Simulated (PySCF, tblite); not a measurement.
Isomers of C5H10N (doublet state), one GFN2-xTB conformer each. Single-point energies are computed at B3LYP/pcH-1 (PySCF, gas phase, no added dispersion term), electronic only. GFN2-xTB treats the open shell by occupation alone, and not every SCF solution was tested for stability.

```
          SMILES  GFN2-xTB relative energy (kJ/mol)
[H]/N=C/CCC[CH2]                               90.3
CC[C@@H]1[CH]CN1                               53.5
 CC[C@@H]1CC[N]1                               13.8
 [H]/N=C\C[CH]CC                               52.4
 [H]/N=C\[CH]CCC                                0.0
```

Conformers: `[H]/[N:6]=[CH:5]/[CH2:4][CH2:3][CH2:2][CH2:1]` (doublet state) with H–C1–C2–C3 152° and -34°, C1–C2–C3–C4 176°, C2–C3–C4–C5 -65°, C3–C4–C5–N6 126°; `[CH3:1][CH2:2][C@@H:3]1[CH:4][CH2:5][NH:6]1` (doublet state) with C1–C2–C3–C4 174°; `[CH3:1][CH2:2][C@@H:3]1[CH2:4][CH2:5][N:6]1` (doublet state) with C1–C2–C3–C4 -77°; `[H]/[N:6]=[CH:5]\[CH2:4][CH:3][CH2:2][CH3:1]` (doublet state) with C1–C2–C3–C4 -151°, C2–C3–C4–C5 -86°, C3–C4–C5–N6 95°; `[H]/[N:6]=[CH:5]\[CH:4][CH2:3][CH2:2][CH3:1]` (doublet state) with C1–C2–C3–C4 180°, C2–C3–C4–C5 -110°, C3–C4–C5–N6 177°.

Problem. What does B3LYP/pcH-1 give for the same structures?

Solution. 
```json
{"SMILES": "[H]/N=C\\[CH]CCC", "B3LYP/pcH-1 E (Eh)": "-251.27247", "B3LYP/pcH-1 (kJ/mol)": "0.0", "GFN2-xTB (kJ/mol)": "0.0", "point group": "C1"}
{"SMILES": "[H]/N=C\\C[CH]CC", "B3LYP/pcH-1 E (Eh)": "-251.24831", "B3LYP/pcH-1 (kJ/mol)": "63.4", "GFN2-xTB (kJ/mol)": "52.4", "point group": "C1"}
{"SMILES": "[H]/N=C/CCC[CH2]", "B3LYP/pcH-1 E (Eh)": "-251.24654", "B3LYP/pcH-1 (kJ/mol)": "68.1", "GFN2-xTB (kJ/mol)": "90.3", "point group": "C1"}
{"SMILES": "CC[C@@H]1CC[N]1", "B3LYP/pcH-1 E (Eh)": "-251.23634", "B3LYP/pcH-1 (kJ/mol)": "94.9", "GFN2-xTB (kJ/mol)": "13.8", "point group": "C1"}
{"SMILES": "CC[C@@H]1[CH]CN1", "B3LYP/pcH-1 E (Eh)": "-251.22436", "B3LYP/pcH-1 (kJ/mol)": "126.3", "GFN2-xTB (kJ/mol)": "53.5", "point group": "C1"}
```

Both levels put the same isomer lowest; measured from each level's own lowest isomer, the values differ by up to 81.1 kJ/mol (CC[C@@H]1CC[N]1: 13.8 against 94.9). As drawn, the highest has a four-membered ring, which the lowest lacks. Neighbours under 21 kJ/mol apart ([H]/N=C\C[CH]CC and [H]/N=C/CCC[CH2]) can change places with a better method, another conformer or zero-point energy.

Problem. What happens when harmonic zero-point energies from GFN2-xTB frequencies are added?

Solution. 
| SMILES | ZPE (kJ/mol) | electronic (kJ/mol) | with ZPE (kJ/mol) |
| --- | --- | --- | --- |
| [H]/N=C\[CH]CCC | 362.9 | 0.0 | 0.0 |
| [H]/N=C\C[CH]CC | 360.0 | 63.4 | 60.5 |
| [H]/N=C/CCC[CH2] | 356.6 | 68.1 | 61.7 |
| CC[C@@H]1CC[N]1 | 365.9 | 94.9 | 97.9 |
| CC[C@@H]1[CH]CN1 | 364.6 | 126.3 | 128.0 |

The zero-point energies span 9.3 kJ/mol. The order is unchanged.
